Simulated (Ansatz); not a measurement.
# P₂H₄ (singlet): wave-function methods side by side, cc-pVDZ

The task here is to estimate one member of a computed series from the others.

Method: cc-pVDZ, core rule «outside noble gas», up to 10 orbitals frozen; program: Ansatz 0.2.0, Gaussian basis.

Plan: UHF; CCSD(T) on RHF; BCCD(T) on RHF; CISD; CCSDT(Q) on RHF; CASSCF and MRCISD+Q, 10 electrons in 10 orbitals; CASSCF and NEVPT2, 10 electrons in 10 orbitals.

19 further runs of the same task are left out: 3 for a known fault of the program, 8 that didn't finish, 8 set aside as unsound or not needed.

## The system

The geometry is a PBE0/def2-TZVP stationary point (not a proven minimum).

6 atoms, charge 0, spin multiplicity 1.

Atoms are counted from 1 here; the program's logs count them from 0.

Bond lengths: P1–P2 2.228 Å, P1–H3 1.422 Å, P1–H4 1.422 Å, P2–H5 1.422 Å, P2–H6 1.422 Å. Angles: P2–P1–H3 93.6°, P2–P1–H4 93.6°, H3–P1–H4 92.0°, P1–P2–H5 93.6°, P1–P2–H6 93.6°, H5–P2–H6 92.0°.

Coordinates:

```xyz
6
H4P2
P    -0.13192    0.00000    1.10607
P     0.13192    0.00000   -1.10607
H     0.83430   -1.02276    1.31172
H     0.83430    1.02276    1.31172
H    -0.83430   -1.02276   -1.31172
H    -0.83430    1.02276   -1.31172
```

Set-up of the first run:

File in.yaml:

```yaml
crystal:
  periodic: [false, false, false]
  atoms:
    - {symbol: P, position_ang: [-0.131922, 0.000000, 1.106074]}
    - {symbol: P, position_ang: [0.131922, 0.000000, -1.106074]}
    - {symbol: H, position_ang: [0.834303, -1.022760, 1.311716]}
    - {symbol: H, position_ang: [0.834305, 1.022759, 1.311716]}
    - {symbol: H, position_ang: [-0.834305, -1.022759, -1.311716]}
    - {symbol: H, position_ang: [-0.834303, 1.022760, -1.311716]}
basis:
  gaussian: {orbitals: cc-pVDZ}
magnetization: {spin_polarized: true, initial_magnetization: 0}
hamiltonian: {xc: hf}
output: {orbitals: {seedname: orbitals}}
```

Command:

```console
> ansatz run in.yaml --threads 1 --pin off --events-out ev --progress --plain --max-ram 2393MiB
```

Steps of the session up to this table: UHF; CCSD(T) on RHF; BCCD(T) on RHF; CISD; CCSDT(Q) on RHF; CASSCF and MRCISD+Q, 10 electrons in 10 orbitals; CASSCF and NEVPT2, 10 electrons in 10 orbitals.

One of the session's tables, all rows but one given; the rest of the session is left out.

```
          method  from RCCSDT(Q) (meV)
             RHF                     ?
            RMP2               +1504.4
            CISD               +1112.6
           RCCSD                +279.2
        RCCSD(T)                 +44.0
         BCCD(T)                 +43.0
          RCCSDT                 +14.2
       RCCSDT(Q)                     0
  CASSCF valence               +6294.2
  NEVPT2 valence               +1643.2
  MRCISD valence                +650.4
MRCISD+Q valence                 +48.7
```

Q: Estimate the row for RHF from the others.

As computed: from RCCSDT(Q) (meV): +8344.6. In the column «from RCCSDT(Q) (meV)» it is the highest.

With the free atoms at the same levels and basis (separate runs), the atomisation energy is 14.130 eV at RCCSDT(Q), 14.105 eV at RCCSD(T), 10.283 eV at RHF.
